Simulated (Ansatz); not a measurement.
# Structure relaxation of NbS₂Br₂

Theory: DFT PBEsol, scalar-relativistic, plane waves, PAW (Ansatz). Cutoff 420 eV, Γ-centred k mesh, Gaussian smearing, no spin polarisation in the final step.

The start is a database structure of NbS₂Br₂, space group P-1 (No. 2).

```
Nb S Br
1.0
     6.62295    0.00000    0.00000
     3.26777    5.76704    0.00000
     2.84330   -1.60420    6.81625
Nb S Br
2 4 4
Direct
  0.87382 0.87488 0.00037
  0.12618 0.12512 0.99963
  0.79789 0.23896 0.87171
  0.20211 0.76104 0.12829
  0.13933 0.94585 0.70110
  0.86067 0.05415 0.29890
  0.76161 0.57984 0.22686
  0.23839 0.42016 0.77314
  0.64639 0.82580 0.77308
  0.35361 0.17420 0.22692
```

Steps on the 6×6×4 mesh (10 atoms). 5 of 6 steps are shown, and the free energy counts from the last. Trial steps that were taken back and renewals of the plane-wave basis can be among the rows.

| step | ΔF (meV/atom) | V (Å³/atom) | P (GPa) | largest force component (eV/Å) |
| --- | --- | --- | --- | --- |
| 1 | 9.5 | 26.03 | -2.27 | 0.365 |
| 2 | 2.6 | 24.79 | 1.42 | 0.234 |
| 3 | 0.3 | 25.12 | -0.11 | 0.119 |
| 4 | 0.0 | 25.42 | -0.05 | 0.051 |
| 6 | 0.0 | 25.36 | 0.00 | 0.008 |

A final relaxation ran on a 6×6×4 mesh. The relaxed crystal, P-1 (No. 2):

```
Nb S Br
1.0
     6.51460    0.00000    0.00000
     3.22767    5.66497    0.00000
     2.77945   -1.55864    6.87298
Nb S Br
2 4 4
Direct
  0.87310 0.87397 0.00021
  0.12690 0.12603 0.99979
  0.79116 0.24440 0.87618
  0.20884 0.75560 0.12382
  0.13781 0.94628 0.70585
  0.86219 0.05372 0.29415
  0.76577 0.57823 0.22239
  0.23423 0.42177 0.77761
  0.64275 0.82927 0.77739
  0.35725 0.17073 0.22261
```

```yaml
Volume_per_atom: 25.4 Å³
Density: 4.1 g/cm³
Energy_over_the_elements: -0.911 eV/atom
Gap_on_the_6×6×4_mesh: 1.42 eV
```

Formation energies are uncorrected and refer to the elements' standard structures at the same level.

The final run used a 6×6×4 mesh on its 10-atom cell and 0.02 eV smearing. Weakly bound directions are ill-defined at this level, which has no dispersion term.

Symmetry constrained the relaxation, so the result can be a saddle point.

Cost: 2 runs of about 7.3 core-minutes in all, on Arm Neoverse V1 (shared hosts).